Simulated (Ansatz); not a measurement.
Zinc-blende HgSe, treated with LDA (plane waves, PAW; Ansatz, an electronic-structure program).

Numerical settings: plane-wave cutoff 520 eV, 20×20×20 k mesh, Fermi–Dirac smearing 0.05 eV, scalar-relativistic PAW data made under PBE.

The cell has the measured lattice: a = b = c = 6.085 Å, α = β = γ = 90.00°.

Problem. Give the computed elastic constant C44, polycrystal shear modulus (Hill average), elastic constant C12, Voigt–Reuss–Hill bulk modulus and elastic constant C11.

Solution. 
* **elastic constant C44**: 23.9 GPa
* **polycrystal shear modulus (Hill average)**: 15.5 GPa
* **elastic constant C12**: 49.4 GPa
* **Voigt–Reuss–Hill bulk modulus**: 54.8 GPa
* **elastic constant C11**: 65.7 GPa

Measured, for comparison: elastic constant C44 23.1 GPa, elastic constant C12 51.0 GPa, elastic constant C11 69 GPa (0 K, extrapolated to 0 K; as tabulated in Elastic constants of mercury selenide). Computed (rounded) less measured: elastic constant C44 +3 %, elastic constant C12 -3 %, elastic constant C11 -5 %.

Note: the solid has no gap at this level, which affects its response; the cell isn't this level's own, so it is under some stress, which shifts stiffness and frequencies.

Elastic constants are with the ions relaxed.

Spin–orbit coupling is not included; it can shift volumes and moduli of such heavy elements.

The computed numbers hold no vibrational or temperature effects.

Computing time: very roughly 40 core-minutes.
